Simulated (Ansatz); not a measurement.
## [AlH3]− (SMILES [AlH3-]): methods side by side

[AlH3]−: 4 atoms, total charge -1, spin state doublet. SMILES: `[AlH3-]`. The shape comes from GFN2-xTB, which is rough for such elements, and wasn't checked as a minimum.

```xyz
4

Al   -0.1611    0.4553   -0.3073
H     0.4719    0.7541    1.2244
H    -1.3501   -0.6839    0.0505
H     1.0393   -0.5256   -0.9677
```

Quantity: the energy change with the Al1–H2 bond stretched from 1.684 to 4.210 Å, in eV. The values are calculated.

```
                                level                    kind  program  value (eV)  CPU time (all runs)
     UHF/6-31G* (spherical functions)            Hartree–Fock   Ansatz        2.44                0.5 s
  USVWN5/6-31G* (spherical functions)                     LDA   Ansatz        2.64                2.1 s
U-revPBE/6-31G* (spherical functions)                     GGA   Ansatz        2.44                  4 s
U-r2SCAN/6-31G* (spherical functions)                meta-GGA   Ansatz        2.62                 13 s
   UPBE0/6-31G* (spherical functions)           global hybrid   Ansatz        2.71                3.6 s
 U-wB97X/6-31G* (spherical functions)  range-separated hybrid   Ansatz        2.93                 31 s
 RPA@PBE/6-31G* (spherical functions)                     RPA   Ansatz        2.22                4.3 s
  UCCSDT/6-31G* (spherical functions)   coupled cluster or CI   Ansatz        2.62                  3 s
                            FCI/3-21G      exact in the basis   Ansatz        2.61                4.6 s
```

Sets without diffuse functions describe the anion poorly. The first shape isn't each level's own minimum. The values span 2.22 to 2.93 eV. Spin contamination of the reference (⟨S²⟩ at least 0.1 too high) touches UHF/6-31G*, U-r2SCAN/6-31G*, UPBE0/6-31G*, U-wB97X/6-31G*, UCCSDT/6-31G*. The coupled-cluster rows rest on a doubtful reference here (large T1 or Brueckner and Hartree–Fock orbitals at odds), and rows may lie in different states. High-level rows in very small sets aren't better than simpler rows in larger ones. CPU times are rough (shared hosts, several kinds of processor): they show what a rung costs within a factor of a few.
